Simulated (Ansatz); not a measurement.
We consider KLaGeS4 (P2₁, No. 4; cell taken from a computed entry), described by HSE06+SOC in Ansatz (PAW).

Input:

Ansatz 0.2 input:
```yaml
crystal:
  lattice:
    - [6.6275816321, 0.0, 0.0064436293]
    - [0.0, 6.6699539435, 0.0]
    - [-2.5922384983, 0.0, 8.2834175892]
  atoms:
    - { symbol: K, position: [0.7336786633, 0.4879057487, 0.9348435537] }
    - { symbol: K, position: [0.2663213367, 0.9879057487, 0.0651564463] }
    - { symbol: La, position: [0.2318104347, 0.0031212307, 0.554287366] }
    - { symbol: La, position: [0.7681895653, 0.5031212307, 0.445712634] }
    - { symbol: Ge, position: [0.218985262, 0.4740010161, 0.316785448] }
    - { symbol: Ge, position: [0.781014738, 0.9740010161, 0.683214552] }
    - { symbol: S, position: [0.0213754244, 0.7311871158, 0.7297948441] }
    - { symbol: S, position: [0.9786245756, 0.2311871158, 0.2702051559] }
    - { symbol: S, position: [0.4173275082, 0.4712399872, 0.1555216854] }
    - { symbol: S, position: [0.5826724918, 0.9712399872, 0.8444783146] }
    - { symbol: S, position: [0.9824376656, 0.2455902152, 0.7156326189] }
    - { symbol: S, position: [0.0175623344, 0.7455902152, 0.2843673811] }
    - { symbol: S, position: [0.4135388054, 0.4261146863, 0.5720175825] }
    - { symbol: S, position: [0.5864611946, 0.9261146863, 0.4279824175] }
basis:
  ecutwfc: 460
  ecutrho_ratio: 4
  xc_grid: 2
kpoints:
  mp_grid: { grid: [4, 4, 4] }
  band_path:
    path:
      - [0, 0, 0]
      - [-0.03125, 0.0, 0.020833]
      - [0.494792, 0.0, -0.015625]
    npoints: 1
hamiltonian:
  xc: hse06
  dispersion: none
  pseudopotentials: { kind: paw }
scf:
  occupations: { method: fermi_dirac, width: 0.01 }
  convergence: { dr2_threshold: 0.0000000014 }
output:
  forces: true
  stress: true
  eigenvalues: true
  write_bands: true
magnetization:
  noncollinear: true
  spin_orbit: true
```

Question: How many irreducible k-points, plane waves at Γ does the program set up, and what pressure does the run end with?

Answer: 30 irreducible k-points, 8223 plane waves at Γ; P = 1.11 GPa, so the cell is compressed on average and its volume would grow at this level.

Excerpt of the program's output:

```
WARN output.stress: scf.exx.energy_threshold = 1e-6 eV is looser than the 1.4e-7 eV advised for a stress under a hybrid functional (1e-8 eV for each atom of …
Crystal: 14 atoms, lattice volume = 366.285 Å³
Basis set: ecut = 460 eV, 8223 PW (Γ), exchange–correlation on 96×96×128 points (8 copies of the dense FFT grid, shifted against one another)
Bands: 144, of which v1, the nominal top of the filled ones, is band 116 counted from 1 (115 counted from 0)
Symmetry: 2 space group operations + 2 with time reversal
k-points: 30 of 64 (time reversal used)
Initial density: superposition of atomic densities (chi_scale 0.1, normalization cell, long waves kept (reshape's long-wave potential 0.06 eV rms))
Crystal: 14 atoms, lattice volume = 366.285 Å³
Initial density: handed on by an earlier stage of this run
Crystal: 14 atoms, lattice volume = 366.285 Å³
SCF 3 converged in 6 iterations: F = -31413.637094 eV  dr2 = 1.06e-9
Free energy (F): -31413.637094 eV
Internal energy: -31413.637094 eV  (E = F + TS)
E sigma→0 (E₀):  -31413.637094 eV
Fermi energy:    6.347956 eV
--- Forces (eV/Å), atoms counted from 1 ---
  atom   1  K     -0.01480928     0.00024157     0.01484631
  atom   2  K      0.01480928     0.00024157    -0.01484631
  atom   3  La    -0.00011918    -0.01927001     0.01886704
  atom   4  La     0.00011918    -0.01927001    -0.01886704
  atom   5  Ge    -0.02702119    -0.00973958    -0.06359657
  atom   6  Ge     0.02702119    -0.00973958     0.06359657
  atom   7  S     -0.14433755     0.18426478     0.03276367
  atom   8  S      0.14433755     0.18426478    -0.03276367
  atom   9  S     -0.19017508    -0.01084778     0.05321901
  atom  10  S      0.19017508    -0.01084778    -0.05321901
  atom  11  S     -0.13038091    -0.22492909     0.04497760
  atom  12  S      0.13038091    -0.22492909    -0.04497760
  atom  13  S     -0.06663408     0.08026315    -0.16617975
  atom  14  S      0.06663408     0.08026315     0.16617975
--- Stress (GPa, compression-positive) ---
        1.216881       0.000000       0.005822
        0.000000       1.216865       0.000000
        0.005822       0.000000       0.900750
  P = ⅓ Tr σ = 1.1115 GPa (11.115 kbar)
```

The PAW data were made under PBE.

Note: cell and atoms aren't relaxed at this level (largest force component 0.22 eV/Å, pressure 1.1 GPa).

Ansatz is a first-principles code.
